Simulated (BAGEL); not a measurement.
# [B2PH6]− (SMILES BP[BH3-]) at HF/STO-3G (density fitting with qzvpp-jkfit)

What is the vertical ionisation energy of [B2PH6]− at HF/STO-3G (density fitting with qzvpp-jkfit)? 

The results are computed with BAGEL 1.2.2.

## Step 1: The structure to begin with

The species is [B2PH6]− (9 atoms), meant as a singlet with charge -1. As SMILES, `BP[BH3-]`. Geometry: relaxed at GFN2-xTB.

Bond lengths: B1–P2 1.809 Å, P2–B3 2.022 Å, B1–H4 1.183 Å, B1–H5 1.184 Å, P2–H6 1.389 Å, B3–H7 1.201 Å, B3–H8 1.203 Å, B3–H9 1.206 Å. Some angles: B1–P2–B3 109.4°, B1–P2–H6 101.2°, B3–P2–H6 104.6°, P2–B1–H4 119.0°, P2–B1–H5 122.6°, P2–B3–H7 106.9°, P2–B3–H8 105.4°, P2–B3–H9 107.0°, H4–B1–H5 117.9°, H7–B3–H8 112.4°.

## Step 2: A single-point energy at HF/STO-3G (density fitting with qzvpp-jkfit)

File input.json:

```json
{ "bagel": [

{
  "title": "molecule",
  "basis": "sto-3g",
  "df_basis": "qzvpp-jkfit",
  "angstrom": true,
  "geometry": [
    { "atom": "B", "xyz": [   -1.048220,    0.924770,   -0.958900 ] },
    { "atom": "P", "xyz": [    0.653540,    0.543180,   -0.478640 ] },
    { "atom": "B", "xyz": [    0.663670,   -1.090890,    0.712500 ] },
    { "atom": "H", "xyz": [   -1.647740,    0.145020,   -1.615970 ] },
    { "atom": "H", "xyz": [   -1.545140,    1.981940,   -0.763540 ] },
    { "atom": "H", "xyz": [    0.935590,    1.601400,    0.376270 ] },
    { "atom": "H", "xyz": [    1.796500,   -1.247810,    1.078930 ] },
    { "atom": "H", "xyz": [    0.277510,   -1.994640,    0.019460 ] },
    { "atom": "H", "xyz": [   -0.085710,   -0.862970,    1.629880 ] }
  ]
},
{
  "title": "hf",
  "charge": -1
},
{
  "title": "print",
  "file": "orbitals.molden",
  "orbitals": true
}

]}
```

Run with:

```console
$ BAGEL_NUM_THREADS=1 BAGEL input.json > input.out
```

Standard output:

```text
* using 1 threads per process

  ===============================================================
  ===============================================================

  *** Geometry ***

  { "atom" : "B", "xyz" : [     -1.980849,      1.747562,     -1.812058 ] },
  { "atom" : "P", "xyz" : [      1.235012,      1.026461,     -0.904499 ] },
  { "atom" : "B", "xyz" : [      1.254155,     -2.061483,      1.346430 ] },
  { "atom" : "H", "xyz" : [     -3.113777,      0.274048,     -3.053741 ] },
  { "atom" : "H", "xyz" : [     -2.919891,      3.745324,     -1.442881 ] },
  { "atom" : "H", "xyz" : [      1.768009,      3.026207,      0.711047 ] },
  { "atom" : "H", "xyz" : [      3.394893,     -2.358019,      2.038882 ] },
  { "atom" : "H", "xyz" : [      0.524418,     -3.769323,      0.036774 ] },
  { "atom" : "H", "xyz" : [     -0.161968,     -1.630777,      3.080027 ] },

  Number of auxiliary basis functions:      386

  Since a DF basis is specified, we compute 2- and 3-index integrals:
    o Being stored without compression. Storage requirement is 0.002 GB

  Number of basis functions:       25
  Number of electrons      :       31

    * METHOD: MOLECULE                             0.54

  *** RHF ***

  === Nuclear Repulsion ===
    86.0354946302

      * DIIS with orbital gradients will be used.

  === RHF iteration (sto-3g) ===
      0       -389.00165137          0.01152833           0.04
      1       -389.03950663          0.00312197           0.02
      2       -389.04233107          0.00095676           0.02
      3       -389.04259192          0.00012049           0.03
      4       -389.04259822          0.00004858           0.03
      5       -389.04259959          0.00001252           0.03
      6       -389.04259968          0.00000297           0.04
      7       -389.04259968          0.00000039           0.02
      8       -389.04259968          0.00000010           0.02
      9       -389.04259968          0.00000004           0.03
     10       -389.04259968          0.00000002           0.03
     11       -389.04259968          0.00000001           0.03
    * SCF iteration converged.

    * Permanent dipole moment:
           (    0.138506,    -1.299040,     0.847974) a.u.

    * METHOD: HF                                   0.68

    * METHOD: PRINT                                0.00

  ===============================================================
```

Run time: 2.2 s. Hardware: 1 thread of Intel Xeon at 2.50GHz (Skylake/Cascade Lake), shared host.

## Step 3: Doublet neutral B2PH6

File input.json:

```json
{ "bagel" : [

{
  "title" : "molecule",
  "basis" : "sto-3g",
  "df_basis" : "qzvpp-jkfit",
  "angstrom" : "true",
  "geometry" : [
    { "atom" : "B", "xyz" : [   -1.048220,    0.924770,   -0.958900 ] },
    { "atom" : "P", "xyz" : [    0.653540,    0.543180,   -0.478640 ] },
    { "atom" : "B", "xyz" : [    0.663670,   -1.090890,    0.712500 ] },
    { "atom" : "H", "xyz" : [   -1.647740,    0.145020,   -1.615970 ] },
    { "atom" : "H", "xyz" : [   -1.545140,    1.981940,   -0.763540 ] },
    { "atom" : "H", "xyz" : [    0.935590,    1.601400,    0.376270 ] },
    { "atom" : "H", "xyz" : [    1.796500,   -1.247810,    1.078930 ] },
    { "atom" : "H", "xyz" : [    0.277510,   -1.994640,    0.019460 ] },
    { "atom" : "H", "xyz" : [   -0.085710,   -0.862970,    1.629880 ] }
  ]
},
{ "title" : "uhf", "nopen" : 1 },
{ "title" : "print", "file" : "orbitals.molden", "orbitals" : "true" }

]}
```

Run with:

```console
$ BAGEL_NUM_THREADS=1 BAGEL input.json > input.out
```

Standard output:

```text
* using 1 threads per process

  ===============================================================
  ===============================================================

  *** Geometry ***

  { "atom" : "B", "xyz" : [     -1.980849,      1.747562,     -1.812058 ] },
  { "atom" : "P", "xyz" : [      1.235012,      1.026461,     -0.904499 ] },
  { "atom" : "B", "xyz" : [      1.254155,     -2.061483,      1.346430 ] },
  { "atom" : "H", "xyz" : [     -3.113777,      0.274048,     -3.053741 ] },
  { "atom" : "H", "xyz" : [     -2.919891,      3.745324,     -1.442881 ] },
  { "atom" : "H", "xyz" : [      1.768009,      3.026207,      0.711047 ] },
  { "atom" : "H", "xyz" : [      3.394893,     -2.358019,      2.038882 ] },
  { "atom" : "H", "xyz" : [      0.524418,     -3.769323,      0.036774 ] },
  { "atom" : "H", "xyz" : [     -0.161968,     -1.630777,      3.080027 ] },

  Number of auxiliary basis functions:      386

  Since a DF basis is specified, we compute 2- and 3-index integrals:
    o Being stored without compression. Storage requirement is 0.002 GB

  Number of basis functions:       25
  Number of electrons      :       31

    * METHOD: MOLECULE                             0.51

  *** Open-shell HF ***

  === Nuclear Repulsion ===
    86.0354946302

      * DIIS with orbital gradients will be used.

  === UHF iteration (sto-3g) ===
      0       -389.00600497          0.02650769           0.10
      1       -389.06419801          0.00668212           0.07
      2       -389.06892368          0.00237973           0.08
      3       -389.06992761          0.00076412           0.07
      4       -389.07009517          0.00037350           0.05
      5       -389.07016127          0.00015661           0.03
      6       -389.07017695          0.00008645           0.04
      7       -389.07018176          0.00004278           0.05
      8       -389.07018302          0.00001314           0.04
      9       -389.07018321          0.00000481           0.12
     10       -389.07018324          0.00000115           0.06
     11       -389.07018324          0.00000046           0.06
     12       -389.07018324          0.00000020           0.04
     13       -389.07018324          0.00000011           0.04
     14       -389.07018324          0.00000008           0.07
     15       -389.07018324          0.00000004           0.05
     16       -389.07018324          0.00000002           0.06
     17       -389.07018324          0.00000001           0.06
    * SCF iteration converged.

    * S^2 (UHF) is 0.7561

    * Permanent dipole moment:
           (    0.083069,    -1.732281,     1.146214) a.u.

    * METHOD: UHF                                  1.42

    * METHOD: PRINT                                0.00

  ===============================================================
```

It took 2.9 s on 1 thread of Intel Xeon at 2.50GHz (Skylake/Cascade Lake), shared host.

## Step 4: Summary of results

Level: HF/STO-3G (density fitting with qzvpp-jkfit).

| quantity | value |
| --- | --- |
| singlet [B2PH6]−: total energy | -389.04260 Eh |
| singlet [B2PH6]−: HOMO energy | -0.19 eV |
| singlet [B2PH6]−: LUMO energy | 12.65 eV |
| singlet [B2PH6]−: HOMO–LUMO gap (to an unbound level, set by the basis) | 12.83 eV |
| doublet neutral B2PH6: total energy | -389.07018 Eh |
| doublet neutral B2PH6: dipole moment | 5.28 D |
| doublet neutral B2PH6: ⟨S²⟩ | 0.756 |
| vertical detachment energy (to the doublet neutral) | -0.751 eV |

What this shows: The species is unbound against losing an electron at this level, by 0.75 eV (−72.4 kJ/mol); missing correlation or diffuse functions can give that sign where the real anion is bound. In a minimal basis such a difference can be off by several eV, whatever the method.
